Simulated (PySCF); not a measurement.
# CN− (cyanide), step by step

Aim: a geometry optimisation (HF/pcSseg-1), then the harmonic vibrations, then the energy (B97-D-D3M(BJ)/def2-QZVP), then ionisation energies (EOM-CCSD/6-31G) of CN− (cyanide). The job is set up through a Python script.

The calculation is run with PySCF 2.14.0.

**1. Starting point**

CN− has 2 atoms, charge -1, and is taken as a singlet. As SMILES, `[C-]#N`. All atoms were displaced at random from a relaxed shape. The run starts from this shape.

Bond lengths: C1–N2 1.273 Å.

**2. A structure relaxation at HF/pcSseg-1 (sfX2C, density fitting with cc-pvtz-jkfit) (run 1)**

Contents of run.py:

```python
from pyscf import gto
from pyscf.geomopt.geometric_solver import kernel as optimise

mol = gto.M(
    atom='C 0.583143 -0.099650 0.226893; N -0.519259 0.184164 -0.342020',
    max_memory=1860,
    charge=-1,
    verbose=3,
    basis='pcsseg-1',
)

myscf = mol.RHF()
myscf = myscf.sfx2c1e()
myscf = myscf.density_fit(auxbasis='cc-pvtz-jkfit')
converged, mol_eq = optimise(myscf, maxsteps=100, convergence_set='GAU_TIGHT')
print('converged:', converged)
print(mol_eq.tostring())

myscf.reset(mol_eq)
mol = mol_eq
myscf.kernel()
energy = myscf.e_tot
print(f'total energy: {energy:.8f} hartree')
```

Run with:

```sh
OMP_NUM_THREADS=1 python run.py
```

Log:

```text
convergence_set           GAU_TIGHT
[... 17 lines left out ...]
> Convergence Criteria:
[... 14 lines left out ...]
WARN: Mole.unit (angstrom) is changed to Bohr
[... 8 lines left out ...]
Step    0 : Gradient = 2.106e-01/2.106e-01 (rms/max) Energy = -92.3030549097
[... 22 lines left out ...]
converged SCF energy = -92.3293412055882
[... 29 lines left out ...]
converged SCF energy = -92.3296708823885
[... 23 lines left out ...]
Converged! =D
[... 1 line left out ...]
converged: True
C           0.53178115       -0.08642686        0.20038686
N          -0.46789715        0.17094086       -0.31551386
converged SCF energy = -92.3296708860589
total energy: -92.32967089 hartree
```

Run time: 3.6 s. Hardware: 1 thread of Intel Xeon at 2.50GHz (Skylake/Cascade Lake), shared host; peak memory 0.15 GiB.

Step by step:

```csv
step,energy from the first frame kept (eV),largest force (eV/Å)
0,0.0000,10.8278
1,-0.6653,4.1646
2,-0.7153,1.4926
3,-0.7242,0.1360
4,-0.7243,0.0051
5,-0.7243,0.0002
```

After the run. Bond lengths: C1–N2 1.154 Å.

**3. The harmonic vibrations at HF/pcSseg-1 (sfX2C, density fitting with cc-pvtz-jkfit) (run 2)**

Contents of run.py:

```python
# [C-]#N
import numpy
from pyscf import gto, scf, symm
from pyscf.hessian import thermo

molecule = gto.M(
    atom='C 0.000000 0.000000 -0.577007; N 0.000000 0.000000 0.577007',
    spin=0,
    verbose=3,
    charge=-1,
    basis='pcsseg-1',
    max_memory=1860,
)

calc0 = scf.RHF(molecule)
calc0 = calc0.x2c()
calc0 = calc0.density_fit(auxbasis='cc-pvtz-jkfit')
calc0.kernel()

e_final = calc0.e_tot
print('Final energy', e_final)
hess = calc0.Hessian().kernel()
modes = thermo.harmonic_analysis(molecule, hess)
print('frequencies (1/cm)', numpy.round(modes['freq_wavenumber'], 1))
symm.geom.TOLERANCE = 1e-3  # for the symmetry number
th = thermo.thermo(calc0, modes['freq_au'], 800, 101325)
thermo.dump_thermo(molecule, th)
```

Run with:

```sh
OMP_NUM_THREADS=1 python run.py
```

Log:

```text
converged SCF energy = -92.3296708860101
Final energy -92.3296708860101
frequencies (1/cm) [2341.6]
temperature 800.0000 [K]
pressure 101325.00 [Pa]
Rotational constants [GHz] inf 58.68737 58.68737
Symmetry number 1
Zero-point energy (ZPE) 0.00533 [Eh]   14005.624 [J/mol]
                           tot       elec      trans        rot        vib
Entropy [J/mol/K]       225.840      0.000    169.905     55.284      0.651
Cv [J/mol/K]             23.039      0.000     12.472      8.314      2.253
Cp [J/mol/K]             31.353      0.000     20.786      8.314      2.253
Internal energy [J/mol]                      9977.352   6651.568  14427.232
Internal energy [Eh]   -92.31784  -92.32967
Enthalpy [J/mol]                            16628.920   6651.568  14427.232
Enthalpy [Eh]          -92.31531
Gibbs free energy [J/mol]                  -119294.812 -37575.364  13906.254
Gibbs free energy [Eh] -92.38412
```

It took 4.2 s on 1 thread of Intel Xeon at 2.50GHz (Skylake/Cascade Lake), shared host; peak memory 0.16 GiB.

**4. The energy at B97-D-D3M(BJ)/def2-QZVP (density fitting with def2-universal-jkfit, COSMO water) (run 3)**

Contents of run.py:

```python
from pyscf import gto, dft, solvent

mol = gto.M(
    atom=[
    ('C', (0.531781, -0.086427, 0.200387)),
    ('N', (-0.467897, 0.170941, -0.315514)),
],
    verbose=4,
    max_memory=1860,
    charge=-1,
    basis='def2-qzvp',
)

mf = dft.RKS(mol)
mf.xc = 'b97-d'
mf = mf.density_fit(auxbasis='def2-universal-jkfit')
mf = mf.PCM()
mf.with_solvent.method = 'COSMO'
mf.with_solvent.eps = 78.3553  # water
mf.disp = 'd3bjm'
mf.kernel()

e_final = mf.e_tot
print('Final energy', e_final)
```

Run with:

```sh
OMP_NUM_THREADS=1 python run.py
```

Log:

```text
PySCF version 2.14.0

[... 54 lines left out ...]
Solvent Energy = -1.08812393486153e-05
[... 9 lines left out ...]
Solvent Energy = -0.104194149002604
[... 7 lines left out ...]
Solvent Energy = -0.110638245655869
[... 7 lines left out ...]
Solvent Energy = -0.110639271477458
[... 7 lines left out ...]
Solvent Energy = -0.110637682267919
[... 5 lines left out ...]
converged SCF energy = -92.9420847398948
Final energy -92.94208473989475
```

It took 18 s on 1 thread of Intel Xeon at 2.50GHz (Skylake/Cascade Lake), shared host; peak memory 0.25 GiB.

**5. Ionisation energies at EOM-CCSD/6-31G (root kind ip) (run 4)**

Contents of run.py:

```python
# [C-]#N
import numpy
from pyscf import gto, scf, cc

mol = gto.M(
    atom=[
    ('C', (0.531781, -0.086427, 0.200387)),
    ('N', (-0.467897, 0.170941, -0.315514)),
],
    basis='6-31g',
    verbose=4,
    charge=-1,
    cart=True,
    max_memory=1860,
)

myscf = scf.RHF(mol)
myscf.kernel()

mycc = cc.CCSD(myscf)
mycc.kernel()
etot = mycc.e_tot
print('Final energy', etot)

e, vec = mycc.ipccsd(nroots=2)
roots = numpy.atleast_1d(e) * 27.211386
print('EOM-IP-CCSD roots (eV)')
for i, w in enumerate(roots, 1):
    print('%3d %10.4f' % (i, w))
```

Run with:

```sh
OMP_NUM_THREADS=1 python run.py
```

Log:

```text
PySCF version 2.14.0

[... 53 lines left out ...]
converged SCF energy = -92.2384685169112
[... 11 lines left out ...]
Init t2, MP2 energy = -92.4360805334107  E_corr(MP2) -0.197612016499509
[... 11 lines left out ...]
CCSD converged
[... 1 line left out ...]
Final energy -92.43577663952632
[... 1 line left out ...]
******** <class 'pyscf.cc.eom_rccsd.EOMIP'> ********
max_space = 20
max_cycle = 50
conv_tol = 1e-07
partition = None
EOM-CCSD root 0 E = 0.08422209998046083  qpwt = 0.939765  conv = True
EOM-CCSD root 1 E = 0.1631273227581352  qpwt = 0.965836  conv = True
EOM-IP-CCSD roots (eV)
  1     2.2918
  2     4.4389
```

Run time: 1.9 s. Hardware: 1 thread of Intel Xeon at 2.50GHz (Skylake/Cascade Lake), shared host; peak memory 0.1 GiB.

**6. Outcome**

| quantity | value |
| --- | --- |
| run 1, HF/pcSseg-1: total energy at the end | -92.32967 Eh |
| run 1, HF/pcSseg-1: HOMO energy | -4.66 eV |
| run 1, HF/pcSseg-1: LUMO energy | 13.21 eV |
| run 1, HF/pcSseg-1: HOMO–LUMO gap (to an unbound level, set by the basis) | 17.86 eV |
| run 1, HF/pcSseg-1: bond length | 1.154 Å |
| run 2, HF/pcSseg-1: harmonic wavenumber | 2342 cm⁻¹ |
| run 2, HF/pcSseg-1: zero-point energy | 14.0 kJ/mol |
| run 2, HF/pcSseg-1: ideal-gas entropy at 800 K (symmetry number 1 as used) | 54.0 cal/(mol K) |
| run 3, B97-D-D3M(BJ)/def2-QZVP: total energy | -92.94208 Eh |
| run 3, B97-D-D3M(BJ)/def2-QZVP: HOMO energy | -5.69 eV |
| run 3, B97-D-D3M(BJ)/def2-QZVP: LUMO energy | 1.16 eV |
| run 3, B97-D-D3M(BJ)/def2-QZVP: HOMO–LUMO gap (to an unbound level, set by the basis) | 6.84 eV |
| run 3, B97-D-D3M(BJ)/def2-QZVP: dispersion energy | -10.25 kJ/mol |
| run 3, B97-D-D3M(BJ)/def2-QZVP: solvent term in the energy | -290.5 kJ/mol |
| run 4, EOM-CCSD/6-31G: ground-state or mean-field energy | -92.43578 Eh |
| run 4, EOM-CCSD/6-31G: HOMO energy (Hartree–Fock orbitals) | -4.12 eV |
| run 4, EOM-CCSD/6-31G: LUMO energy (Hartree–Fock orbitals) | 14.09 eV |
| run 4, EOM-CCSD/6-31G: HOMO–LUMO gap (to an unbound level, set by the basis) | 18.21 eV |
| run 4, EOM-CCSD/6-31G: correlation energy | -197.3 mEh |
| run 4, EOM-CCSD/6-31G: T1 diagnostic | 0.012 |
| run 4, EOM-CCSD/6-31G: first ionisation energy | 2.29 eV |

The optimisation (run 1, HF/pcSseg-1) took 5 steps and changed the energy by -0.724 eV. The one mode (run 2, HF/pcSseg-1) is real, so the shape is a minimum at this level.
